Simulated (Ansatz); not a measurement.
**AlB2 (sextet): from Hartree-Fock to the top rungs, def2-TZVPP**

The task here is to estimate one member of a computed series from the others.

Computed with Ansatz 0.2.0, Gaussian basis. Level: def2-TZVPP, core rule «outside noble gas», up to 7 orbitals frozen.

The runs, in order: UHF; ROHF; CCSD(T) on UHF.

### The geometry

The geometry is a PBE0/def2-TZVP stationary point (not a proven minimum) of the parent state, kept for this charge and spin.

3 atoms, charge 0, spin multiplicity 6.

Atoms are counted from 1 here; the program's logs count them from 0.

Bond lengths: B1–Al2 1.991 Å, Al2–B3 2.196 Å. Angles: B1–Al2–B3 167.6°.

Set-up of the first run:

The input, in.yaml:

```yaml
crystal:
  periodic: [false, false, false]
  atoms:
    - {symbol: B, position_ang: [0.000000, -0.081258, -2.046822]}
    - {symbol: Al, position_ang: [0.000000, 0.149822, -0.069340]}
    - {symbol: B, position_ang: [0.000000, -0.068564, 2.116162]}
basis:
  gaussian: {orbitals: def2-TZVPP}
magnetization: {spin_polarized: true, initial_magnetization: 5}
hamiltonian: {xc: hf}
output: {orbitals: {seedname: orbitals}}
```

Launch:

```
ansatz run in.yaml --threads 1 --pin off --events-out ev --progress --plain --max-ram 4096MiB --backend cpu
```

Steps of the session up to this table: UHF; ROHF; CCSD(T) on UHF.

One table of the session follows, with a row left open; its other results are not shown here.

It belongs to the step «Misses and costs». 

| method | from UCCSD(T) (kJ/mol) |
| --- | --- |
| ROHF | +507.6 |
| UHF | +497.1 |
| UMP2 | ? |
| UCCSD | +28.7 |
| UCCSD(T) | 0 |

**Question.** Estimate the row for UMP2.

**Answer.** from UCCSD(T) (kJ/mol): +124.2. In the column «from UCCSD(T) (kJ/mol)» it lies between UCCSD (+28.7) and UHF (+497.1).
